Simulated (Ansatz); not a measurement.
hcp Os was calculated with r²SCAN0 (Ansatz, an electronic-structure program, plane waves, PAW).

Run with plane-wave cutoff 520 eV, 12×12×6 k mesh (along the axes of the cell as run), Fermi–Dirac smearing 0.05 eV, no spin polarisation, scalar-relativistic PAW data made under PBE.

Computed at the level's own relaxed cell.

Q: Predict the equilibrium lattice constant a and c axis length.

A: 
- equilibrium lattice constant a: 2.713 Å
- c axis length: 4.287 Å

Measured, for comparison: lattice constant a 2.734 Å (293 K, not corrected to a static lattice, our sources range from 2.734 to 2.740; as tabulated in Wikipedia's data pages); lattice parameter c 4.320 Å (293 K, not corrected to a static lattice; as tabulated in Wikipedia's data pages). Computed (rounded) less measured: lattice constant a -0.8 % (-0.8 % to -1.0 % over the range), lattice parameter c -0.8 %. A static lattice is as a rule a little smaller and stiffer than an uncorrected measurement, which narrows the difference in the lattice constant a, lattice parameter c and would widen misses of the other sign.

Spin–orbit coupling is not included.
